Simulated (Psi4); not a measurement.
Psi4 input (wB97X-D/6-31G*):

```
memory 1500 MB

molecule {
-1 1
C    -0.18304254    0.00476490    0.95552267
Cl    0.02009756    1.53307264   -0.21289176
Cl   -0.00577673   -1.53459387   -0.20255081
H     0.85480124   -0.00272854    1.32938764
symmetry c1
no_reorient
no_com
}

set {
  basis 6-31G*
  reference rks
  scf_type pk
  dft_radial_points 99
  dft_spherical_points 590
  e_convergence 1e-8
  d_convergence 1e-7
  maxiter 150
}

e = energy('wb97x-d')
print_out(f'\nFINAL {e:.10f} DIPOLE {variable("CURRENT DIPOLE")[0]:.6f} {variable("CURRENT DIPOLE")[1]:.6f} {variable("CURRENT DIPOLE")[2]:.6f}\n')
```

Problem. What final total energy does it give?

Solution. -959.02129 Eh.
